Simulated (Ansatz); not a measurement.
**SiN+ (triplet): from Hartree-Fock to the top rungs at distance Si1–N2 = 2.851 Å, cc-pVDZ**

How much of the correlation energy of SiN+ (triplet) does each wave-function method recover here?

The runs use Ansatz 0.2.0, Gaussian basis; cc-pVDZ, core rule «outside noble gas», up to 6 orbitals frozen.

To be run: UHF; CCSD(T) on ROHF; CCSD(T) on UHF; BCCD(T) on ROHF; CISD as a restricted active space (open shells left free, so some higher excitations enter); CCSDT(Q) on ROHF; CCSDT(Q) on UHF; CCSDTQ on ROHF; CCSDTQ on UHF; CASSCF and MRCISD+Q, 4 electrons in 4 orbitals; CASSCF and NEVPT2, 4 electrons in 4 orbitals; CASSCF and MRCISD+Q, 8 electrons in 8 orbitals; CASSCF and NEVPT2, 8 electrons in 8 orbitals; Full CI.

1 further run of the same task is left out (for a known fault of the program). Runs told in other sessions of the task aren't counted.

**1. What is computed**

The geometry derives from a PBE0/def2-TZVP stationary point (not a proven minimum). One bond is set to the value named and the two fragments are kept rigid.

2 atoms, charge 1, spin multiplicity 3.

Atoms are counted from 1 here; the program's logs count them from 0.

No contacts short enough for the rule that draws bonds.

**2. UHF**

Contents of in.yaml:

```yaml
crystal:
  periodic: [false, false, false]
  atoms:
    - {symbol: Si, position_ang: [0.000000, 0.000000, 0.000000]}
    - {symbol: N, position_ang: [0.000000, 0.000000, 2.851000]}
basis:
  gaussian: {orbitals: cc-pVDZ}
total_charge: 1
magnetization: {spin_polarized: true, initial_magnetization: 2}
hamiltonian: {xc: hf}
output: {orbitals: {seedname: orbitals}}
```

Command:

```console
$ ansatz run in.yaml --threads 1 --pin off --events-out ev --progress --plain --max-ram 4096MiB --backend cpu
```

Further steps of the session: CCSD(T) on ROHF; CCSD(T) on UHF; BCCD(T) on ROHF; CISD as a restricted active space (open shells left free, so some higher excitations enter); CCSDT(Q) on ROHF; CCSDT(Q) on UHF; CCSDTQ on ROHF; CCSDTQ on UHF; CASSCF and MRCISD+Q, 4 electrons in 4 orbitals; CASSCF and NEVPT2, 4 electrons in 4 orbitals; CASSCF and MRCISD+Q, 8 electrons in 8 orbitals; CASSCF and NEVPT2, 8 electrons in 8 orbitals; Full CI.

**Question.** What will the summary of the whole plan be? Wanted: FCI from the RHF energy; RMP2 from FCI; UMP2 from FCI; RCCSD from FCI; RCCSD(T) from FCI; UCCSD(T) from FCI; RCCSDT(Q) from FCI; UCCSDT(Q) from FCI; NEVPT2 pair from FCI.

As calculated:

| quantity | value |
| --- | --- |
| FCI from the ROHF energy | -6.8743 eV |
| RMP2 from FCI | +51.42 kcal/mol |
| UMP2 from FCI | +24.73 kcal/mol |
| RCCSD from FCI | +7.64 kcal/mol |
| RCCSD(T) from FCI | +1.82 kcal/mol |
| UCCSD(T) from FCI | +1.92 kcal/mol |
| RCCSDT(Q) from FCI | -0.15 kcal/mol |
| UCCSDT(Q) from FCI | +1.49 kcal/mol |
| NEVPT2 pair from FCI | +22.78 kcal/mol |
| levels within 1 kcal/mol (43 meV) | RCCSDT, RCCSDT(Q), RCCSDTQ |
| T1 diagnostic | 0.155 |
| effectively unpaired electrons | 3.23 |

What this shows: RCCSD(T) misses by +1.82 kcal/mol, 1.1 % of the correlation energy. RCCSDT(Q) falls below full CI, which methods that aren't variational can do. With 3.2 effectively unpaired electrons against 2 the state is strongly multireference. Coupled cluster on one determinant still stays close here. These misses are within one basis, not against nature; the frozen cores of restricted and unrestricted runs differ, which can shift their rows.

Levels on UHF freeze UHF's core orbitals, full CI those of ROHF, so the U rows can settle a little off it for that reason alone.

With open shells the CI space here admits some higher excitations, so it is larger than plain CISD.
